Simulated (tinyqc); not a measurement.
Worked calculation: G0W0 on RHF in the sto-3g basis, for OH-, spin multiplicity 1. The basis has no diffuse functions, so it cannot describe the extra electron: this is an exercise in the method, not the real anion. Computed by tinyqc, a small Python program that keeps every step (integrals from PySCF). Settings: charge = -1, multiplicity = 1, basis = sto-3g, method = RHF, energy threshold = 1e-10, iteration cap = 77, orthogonalisation = symmetric, start = core, DIIS depth = 6. Command: `OMP_NUM_THREADS=1 python tinyqc.py 24640 24641 out.jsonl` (the two numbers bound the seeds that draw the settings). One thread of a shared host (Intel(R) Xeon(R) Processor @ 2.60GHz), about 0.06 s of CPU time with the checks. The early iterations of the SCF are left out here.

## One-electron integrals

Geometry (angstrom):

| atom | x | y | z |
|---|---|---|---|
| O | 0.000000 | 0.000000 | 0.000000 |
| H | 0.000000 | 0.000000 | 1.376000 |

Basis sto-3g: exponents (1/bohr^2) and contraction coefficients of normalised primitives:

| element | l (shell) | exponent | coefficient |
|---|---|---|---|
| O | s (1) | 130.709320 | 0.154329 |
| O | s (1) | 23.808861 | 0.535328 |
| O | s (1) | 6.443608 | 0.444635 |
| O | s (2) | 5.033151 | -0.099967 |
| O | s (2) | 1.169596 | 0.399513 |
| O | s (2) | 0.380389 | 0.700115 |
| O | p (3) | 5.033151 | 0.155916 |
| O | p (3) | 1.169596 | 0.607684 |
| O | p (3) | 0.380389 | 0.391957 |
| H | s (1) | 3.425251 | 0.154329 |
| H | s (1) | 0.623914 | 0.535328 |
| H | s (1) | 0.168855 | 0.444635 |

Overlap, kinetic and nuclear-attraction integrals over the contracted functions; the nuclear repulsion is the sum of Za Zb / Rab.

nuclear repulsion = 3.07661169 hartree

overlap S, lower triangle:
```
           1O 1s     1O 2s    1O 2px    1O 2py    1O 2pz     2H 1s
1O 1s   1.000000
1O 2s   0.236704  1.000000
1O 2px  0.000000  0.000000  1.000000
1O 2py  0.000000  0.000000  0.000000  1.000000
1O 2pz  0.000000  0.000000  0.000000  0.000000  1.000000
2H 1s   0.020247  0.247142  0.000000  0.000000  0.237962  1.000000
```

kinetic energy T (hartree), lower triangle:
```
            1O 1s     1O 2s    1O 2px    1O 2py    1O 2pz     2H 1s
1O 1s   29.003200
1O 2s   -0.168011  0.808128
1O 2px   0.000000  0.000000  2.528731
1O 2py   0.000000  0.000000  0.000000  2.528731
1O 2pz   0.000000  0.000000  0.000000  0.000000  2.528731
2H 1s   -0.006494  0.007073  0.000000  0.000000  0.066235  0.760032
```

nuclear attraction V (hartree), lower triangle:
```
             1O 1s      1O 2s     1O 2px     1O 2py     1O 2pz      2H 1s
1O 1s   -61.003031
1O 2s    -7.274110  -9.436242
1O 2px    0.000000   0.000000  -9.347148
1O 2py    0.000000   0.000000   0.000000  -9.347148
1O 2pz   -0.007512  -0.094289   0.000000   0.000000  -9.396664
2H 1s    -0.636021  -1.657167   0.000000   0.000000  -1.386227  -4.282213
```

core Hamiltonian H = T + V (hartree), lower triangle:
```
             1O 1s      1O 2s     1O 2px     1O 2py     1O 2pz      2H 1s
1O 1s   -31.999831
1O 2s    -7.442121  -8.628114
1O 2px    0.000000   0.000000  -6.818416
1O 2py    0.000000   0.000000   0.000000  -6.818416
1O 2pz   -0.007512  -0.094289   0.000000   0.000000  -6.867933
2H 1s    -0.642514  -1.650094   0.000000   0.000000  -1.319992  -3.522181
```

## Two-electron integrals

Functions are numbered as in S; the eight-fold symmetry (ij|kl) = (ji|kl) = (kl|ij) leaves the list below.

Two-electron integrals (ij|kl) in chemists' order, unique and non-zero (hartree):
```
(11|11) 4.785065   (21|11) 0.741380   (21|21) 0.136873   (22|11) 1.118947
(22|21) 0.256633   (22|22) 0.817206   (31|31) 0.024477   (32|31) 0.037809
(32|32) 0.180518   (33|11) 1.115814   (33|21) 0.256684   (33|22) 0.817023
(33|33) 0.880159   (41|41) 0.024477   (42|41) 0.037809   (42|42) 0.180518
(43|43) 0.047444   (44|11) 1.115814   (44|21) 0.256684   (44|22) 0.817023
(44|33) 0.785270   (44|44) 0.880159   (51|51) 0.024477   (52|51) 0.037809
(52|52) 0.180518   (53|53) 0.047444   (54|54) 0.047444   (55|11) 1.115814
(55|21) 0.256684   (55|22) 0.817023   (55|33) 0.785270   (55|44) 0.785270
(55|55) 0.880159   (61|11) 0.064075   (61|21) 0.011744   (61|22) 0.021931
(61|33) 0.021893   (61|44) 0.021893   (61|51) 0.000504   (61|52) 0.000960
(61|55) 0.022011   (61|61) 0.001019   (62|11) 0.186170   (62|21) 0.043369
(62|22) 0.156940   (62|33) 0.154133   (62|44) 0.154133   (62|51) 0.003200
(62|52) 0.026573   (62|55) 0.162396   (62|61) 0.003798   (62|62) 0.040393
(63|31) 0.004148   (63|32) 0.025537   (63|53) 0.005240   (63|63) 0.005235
(64|41) 0.004148   (64|42) 0.025537   (64|54) 0.005240   (64|64) 0.005235
(65|11) 0.147733   (65|21) 0.034815   (65|22) 0.134675   (65|33) 0.128926
(65|44) 0.128926   (65|51) 0.006332   (65|52) 0.046444   (65|55) 0.146017
(65|61) 0.003153   (65|62) 0.042258   (65|65) 0.049005   (66|11) 0.381847
(66|21) 0.090321   (66|22) 0.376854   (66|33) 0.364160   (66|44) 0.364160
(66|51) 0.007129   (66|52) 0.084456   (66|55) 0.401888   (66|61) 0.007933
(66|62) 0.133526   (66|65) 0.160215   (66|66) 0.774606
```

## Orthogonalisation

S = U s U^T; symmetric (Loewdin) form X = U s^(-1/2) U^T, so that X^T S X = 1.

eigenvalues of S: 0.617564  0.846820  1.000000  1.000000  1.135285  1.400331

X, lower triangle:
```
            1O 1s      1O 2s    1O 2px    1O 2py     1O 2pz     2H 1s
1O 1s    1.022341
1O 2s   -0.125859   1.048362
1O 2px   0.000000   0.000000  1.000000
1O 2py   0.000000   0.000000  0.000000  1.000000
1O 2pz  -0.002962   0.024812  0.000000  0.000000   1.023277
2H 1s    0.013727  -0.136649  0.000000  0.000000  -0.128737  1.048794
```

## Iteration 8 (converged): orbitals

converged F (hartree), lower triangle:
```
             1O 1s      1O 2s    1O 2px    1O 2py     1O 2pz     2H 1s
1O 1s   -19.534469
1O 2s    -5.001170  -1.829203
1O 2px    0.000000   0.000000  0.160870
1O 2py    0.000000   0.000000  0.000000  0.160870
1O 2pz   -0.012938   0.026407  0.000000  0.000000   0.561312
2H 1s    -0.437717  -0.361469  0.000000  0.000000  -0.234278  0.124326
```

Diagonalise F' = X^T F X, C = X C', fill 5 alpha and 5 beta electrons from the bottom; D = 2 C_occ C_occ^T. Each column has its largest component positive (the first on a tie).

F' = X^T F X (hartree), lower triangle:
```
            1          2         3         4          5         6
1  -19.169915
2   -2.634980  -0.905858
3    0.000000   0.000000  0.160870
4    0.000000   0.000000  0.000000  0.160870
5   -0.034454   0.098983  0.000000  0.000000   0.654365
6   -0.014012  -0.241473  0.000000  0.000000  -0.360368  0.282226
```

orbital energies (hartree): MO1 -19.542605, MO2 -0.597263, MO3 0.095241, MO4 0.160870, MO5 0.160870, MO6 0.905444

coefficients C:
```
              MO1        MO2        MO3       MO4        MO5        MO6
1O 1s    0.994674  -0.255726   0.063624  0.000000   0.000000  -0.048980
1O 2s    0.021866   0.984347  -0.319795  0.000000   0.000000   0.250010
1O 2px   0.000000   0.000000   0.000000  0.998947  -0.045884   0.000000
1O 2py   0.000000   0.000000   0.000000  0.045884   0.998947   0.000000
1O 2pz   0.001300  -0.014229   0.460868  0.000000   0.000000   0.922871
2H 1s   -0.003134   0.139080   0.799904  0.000000   0.000000  -0.690075
```

D after iteration 8, lower triangle:
```
            1O 1s      1O 2s    1O 2px    1O 2py    1O 2pz     2H 1s
1O 1s    2.117639
1O 2s   -0.500640   2.143373
1O 2px   0.000000   0.000000  2.000000
1O 2py   0.000000   0.000000  0.000000  2.000000
1O 2pz   0.068508  -0.322723  0.000000  0.000000  0.425206
2H 1s    0.024418  -0.237941  0.000000  0.000000  0.733333  1.318399
```

Within a degenerate level the vectors are fixed only up to a rotation; this is one choice.

## Convergence

Stop when the energy changes by less than 1e-10 hartree and every element of the error matrix X^T (F D S - S D F) X is below 3e-06.

Course of the cycle:

| iteration | E (hartree) | change | largest element of the error matrix |
|---|---|---|---|
| 1 | -72.92829054 | - | 4.42e-01 |
| 2 | -73.93435068 | -1.01e+00 | 2.58e-01 |
| 3 | -74.01719923 | -8.28e-02 | 1.03e-01 |
| 4 | -74.02906860 | -1.19e-02 | 2.03e-03 |
| 5 | -74.02907380 | -5.20e-06 | 1.49e-04 |
| 6 | -74.02907381 | -1.25e-08 | 5.08e-05 |
| 7 | -74.02907381 | -1.72e-09 | 1.11e-06 |
| 8 | -74.02907381 | -7.96e-13 | 2.50e-11 |

PySCF RHF in the same basis = -74.02907381 hartree

Converged in 8 iterations.

## Integrals over molecular orbitals

(pq|rs) = sum C_ip C_jq C_kr C_ls (ij|kl), one index at a time.

one-electron integrals over orbitals h = C^T H C (hartree), lower triangle:
```
            1          2          3          4          5          6
1  -31.983544
2    0.620950  -7.173877
3   -0.148563   0.603162  -4.588546
4    0.000000   0.000000   0.000000  -6.818416
5    0.000000   0.000000   0.000000   0.000000  -6.818416
6    0.116557  -0.572770  -1.600942   0.000000   0.000000  -5.796053
```

Two-electron integrals over orbitals (pq|rs), unique and non-zero (hartree):
```
(11|11) 4.748235    (21|11) -0.459731   (21|21) 0.069828    (22|11) 1.076578
(22|21) -0.019887   (22|22) 0.756991    (31|11) 0.113593    (31|21) -0.017442
(31|22) 0.005156    (31|31) 0.010229    (32|11) -0.154076   (32|21) 0.004867
(32|22) -0.071051   (32|31) 0.008470    (32|32) 0.095370    (33|11) 0.604998
(33|21) -0.004476   (33|22) 0.514644    (33|31) 0.000203    (33|32) 0.036069
(33|33) 0.610024    (41|41) 0.025919    (42|41) 0.035040    (42|42) 0.164265
(43|41) -0.007903   (43|42) -0.033056   (43|43) 0.021669    (44|11) 1.115362
(44|21) -0.013457   (44|22) 0.782726    (44|31) 0.003379    (44|32) -0.085896
(44|33) 0.495854    (44|44) 0.880159    (51|51) 0.025919    (52|51) 0.035040
(52|52) 0.164265    (53|51) -0.007903   (53|52) -0.033056   (53|53) 0.021669
(54|54) 0.047444    (55|11) 1.115362    (55|21) -0.013457   (55|22) 0.782726
(55|31) 0.003379    (55|32) -0.085896   (55|33) 0.495854    (55|44) 0.785270
(55|55) 0.880159    (61|11) -0.088155   (61|21) 0.013215    (61|22) -0.003726
(61|31) 0.007911    (61|32) 0.018990    (61|33) -0.002197   (61|44) -0.002568
(61|55) -0.002568   (61|61) 0.023932    (62|11) 0.112089    (62|21) -0.003828
(62|22) 0.057315    (62|31) 0.015253    (62|32) 0.063217    (62|33) 0.004651
(62|44) 0.063183    (62|55) 0.063183    (62|61) 0.025750    (62|62) 0.116787
(63|11) 0.317721    (63|21) -0.004831   (63|22) 0.178675    (63|31) -0.001793
(63|32) -0.091129   (63|33) -0.045466   (63|44) 0.189473    (63|55) 0.189473
(63|61) -0.007247   (63|62) 0.009327    (63|63) 0.187259    (64|41) 0.005953
(64|42) 0.024335    (64|43) 0.016574    (64|64) 0.038111    (65|51) 0.005953
(65|52) 0.024335    (65|53) 0.016574    (65|65) 0.038111    (66|11) 0.946980
(66|21) -0.011791   (66|22) 0.678809    (66|31) 0.008003    (66|32) -0.008177
(66|33) 0.579535    (66|44) 0.673762    (66|55) 0.673762    (66|61) 0.007324
(66|62) 0.068166    (66|63) 0.096982    (66|66) 0.702498
```

## Screening: direct RPA

With D = e_a - e_i and K = (ia|jb): diagonalise D^(1/2) (D + 4K) D^(1/2) = Z w^2 Z^T; X + Y = D^(1/2) Z w^(-1/2), each column of Z with its largest component positive (the first on a tie); E_c = (sum w - tr (D + 2K)) / 2.

D^(1/2) (D + 4K) D^(1/2) (hartree^2), lower triangle:
```
            1>6       2>6       3>6       4>6       5>6
1>6  420.080188
2>6    0.570944  2.960119
3>6   -0.117996  0.041166  1.263300
4>6    0.000000  0.000000  0.000000  0.667898
5>6    0.000000  0.000000  0.000000  0.000000  0.667898
```

excitation energies w (hartree): 0.817250  0.817250  1.123504  1.720565  20.495878

X + Y:
```
             1         2          3          4          5
1>6   0.000000  0.000000   0.001343  -0.004694   0.998832
2>6   0.000000  0.000000  -0.028155   0.934270   0.000371
3>6   0.000000  0.000000   0.848948   0.016706  -0.000056
4>6  -0.190589  0.935280   0.000000   0.000000   0.000000
5>6   0.935280  0.190589   0.000000   0.000000   0.000000
```

RPA correlation energy = -0.04203219 hartree

Within a degenerate level the vectors are fixed only up to a rotation; this is one choice.

## G0W0 on Hartree-Fock: HOMO

W(p,q,m) = sqrt2 sum_ia (pq|ia) (X+Y)_ia,m; Sigma_c(x) = sum_(i,m) W^2/(x - e_i + w_m) + sum_(a,m) W^2/(x - e_a - w_m); solve x = e_p + Sigma_c(x) by Newton steps; Z = 1/(1 - dSigma/dx); 1 hartree = 27.211386 eV.

The 12 largest terms at x = e_p (hartree; W for the signs of X + Y given):

| q | m | W | term |
|---|---|---|---|
| 5 | 3 | 0.224959 | 0.045044 |
| 5 | 4 | 0.087974 | 0.004498 |
| 6 | 1 | 0.050409 | -0.001627 |
| 2 | 1 | 0.032187 | 0.000658 |
| 3 | 1 | 0.021922 | 0.000544 |
| 6 | 2 | 0.010272 | -0.000068 |
| 2 | 2 | 0.006559 | 0.000027 |
| 3 | 2 | 0.004467 | 0.000023 |
| 1 | 1 | 0.007874 | 3.02e-06 |
| 5 | 5 | -0.003609 | 6.35e-07 |
| 1 | 2 | 0.001604 | 1.25e-07 |

Newton steps (hartree):

| step | x | Sigma_c(x) | Z |
|---|---|---|---|
| 0 | 0.160870 | 0.049103 | 0.957058 |
| 1 | 0.207865 | 0.047074 | 0.960101 |
| 2 | 0.207941 | 0.047071 | 0.960106 |
| 3 | 0.207941 | 0.047071 | 0.960106 |

quasiparticle energy of the HOMO = 5.658361 eV

Hartree-Fock value = 4.377503 eV

## G0W0 on Hartree-Fock: LUMO

As before.

The 12 largest terms at x = e_p (hartree; W for the signs of X + Y given):

| q | m | W | term |
|---|---|---|---|
| 3 | 3 | 0.224437 | 0.026049 |
| 6 | 3 | 0.113736 | -0.011514 |
| 2 | 4 | 0.154355 | 0.007392 |
| 6 | 4 | 0.092308 | -0.004952 |
| 4 | 2 | 0.050409 | 0.001627 |
| 5 | 1 | 0.050409 | 0.001627 |
| 3 | 4 | 0.016796 | 0.000111 |
| 4 | 1 | -0.010272 | 0.000068 |
| 5 | 2 | 0.010272 | 0.000068 |
| 2 | 5 | 0.036433 | 0.000060 |
| 1 | 4 | 0.033692 | 0.000051 |
| 1 | 5 | 0.033820 | 0.000028 |

Newton steps (hartree):

| step | x | Sigma_c(x) | Z |
|---|---|---|---|
| 0 | 0.905444 | 0.020636 | 0.969821 |
| 1 | 0.925457 | 0.020012 | 0.969741 |
| 2 | 0.925457 | 0.020012 | 0.969741 |

quasiparticle energy of the LUMO = 25.182960 eV

Hartree-Fock value = 24.638399 eV
